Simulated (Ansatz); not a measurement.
What does this script print? It uses the Ansatz DFT code, driven from Python.

Script `run_adiabatic.py`:
```python
"""Vertical and adiabatic ionisation of CH2BN."""

import itertools

import ansatz
from ase.data import atomic_numbers, covalent_radii
import numpy as np

BASIS_SET = "cc-pVDZ"
XC = "pbe"
VDW = "d3bj"
NET_CHARGE = 1

GEOMETRY = """
B    -0.61110   -0.23040   -0.23670
C     0.64610    0.20840    0.23930
N     0.30110   -1.11040    0.22700
H    -1.65020    0.06440   -0.70370
H     1.36400    0.99430    0.43270
"""

system = ansatz.Crystal.molecule()
for line in GEOMETRY.strip().splitlines():
    symbol, *xyz = line.split()
    system = system.atom(symbol, [float(v) for v in xyz])

calculation = (
    system.calculation()
    .basis(gaussian=BASIS_SET)
    .functional(XC, dispersion=VDW)
)
symbols = [site.symbol for site in system.cartesian_sites]
start = np.array([site.position_ang for site in system.cartesian_sites], dtype=float)
report = calculation.relax(force_tolerance=0.01).run(threads=1, pin="off").report
end = np.array(report["positions_ang"])

minimum = ansatz.Crystal.molecule()
for symbol, place in zip(symbols, end):
    minimum = minimum.atom(symbol, place.tolist())
ion = (
    minimum.calculation()
    .basis(gaussian=BASIS_SET)
    .functional(XC, dispersion=VDW)
    .charge(NET_CHARGE)
    .spin("collinear", total=1)
)
vertical = ion.run(threads=1, pin="off").report
settled = ion.relax(force_tolerance=0.01, max_steps=80).run(threads=1, pin="off").report
print(f"vertical ionisation energy   {vertical['free_energy_ev'] - report['free_energy_ev']:.3f} eV")
print(f"adiabatic, no zero point     {settled['free_energy_ev'] - report['free_energy_ev']:.3f} eV")
print(f"relaxation energy of the ion {vertical['free_energy_ev'] - settled['free_energy_ev']:.3f} eV")
ionised = np.array(settled["positions_ang"])
# pairs closer than 1.2 times the sum of covalent radii, before or after
radius = [covalent_radii[atomic_numbers[s]] for s in symbols]
span = lambda where, i, j: np.linalg.norm(where[i] - where[j])
bonded = [(i, j) for i, j in itertools.combinations(range(len(symbols)), 2) if min(span(end, i, j), span(ionised, i, j)) < 1.2 * (radius[i] + radius[j])]
print("pair        before    after (A)")
for i, j in bonded:
    print(f"{symbols[i]}{i}-{symbols[j]}{j}".ljust(10), f"{span(end, i, j):8.4f} {span(ionised, i, j):8.4f}")
```

```console
$ python run_adiabatic.py
vertical ionisation energy   10.007 eV
adiabatic, no zero point     9.436 eV
relaxation energy of the ion 0.572 eV
pair        before    after (A)
B0-C1        1.4573   1.6137
B0-N2        1.4579   1.4344
B0-H3        1.1955   1.1915
C1-N2        1.3266   1.2646
C1-H4        1.1043   1.1091
```

The energies are electronic: no zero-point or thermal terms, and the basis set is short of its limit. The product may relax into another structure. The relaxation finds the nearest minimum, so the adiabatic value is an upper bound. Wall time of the script: 21 s on 1 thread of Arm Neoverse V1, with other jobs on the host, peak memory 0.2 GiB.
